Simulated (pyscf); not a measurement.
PySCF, gas phase, ωB97X-D3(BJ)/def2-SVP geometries.

Task: Estimate the classical barrier height and the reaction energy of `[Cl][InH][Cl]` + `[OH][SiH3]` → `[OH][In]([Cl])[Cl]` + `[SiH4]` at ωB97M-D3(BJ)/def2-TZVP. The step runs on the singlet surface, breaks H–In, O–Si and forms In–O, H–Si; take the separated reactants as zero.

Result: ΔE‡ = 17.3 kcal/mol, ΔE = +17.5 kcal/mol. Zero-point energy shifts the barrier by +1.6 kcal/mol. It is a four-centre exchange, with an imaginary mode of 107i cm⁻¹. On the reactant side the descent ends in an adduct with a In–O contact (not fully relaxed), 19.1 kcal/mol under the separated species and 31.1 kcal/mol under the saddle at ωB97X-D3(BJ)/def2-TZVP. On the product side the descent ends in a complex, 8.0 kcal/mol under the separated species and 4.0 kcal/mol under the saddle at ωB97X-D3(BJ)/def2-TZVP. At ωB97M-D3(BJ) the saddle lies under the separated products, which points to a path from their complex (located at ωB97X-D3(BJ) alone), and parting the products costs more than the saddle. What is counted as formed (In–O) is already present as a longer contact in the reactant adduct; forming that adduct is a step of its own. At ωB97X-D3(BJ)/def2-TZVP the barrier from the zero used here is 12.0 kcal/mol. One saddle was located; it need not be the lowest between these sides. Elements past Kr carry the def2 core potentials, without spin-orbit coupling.
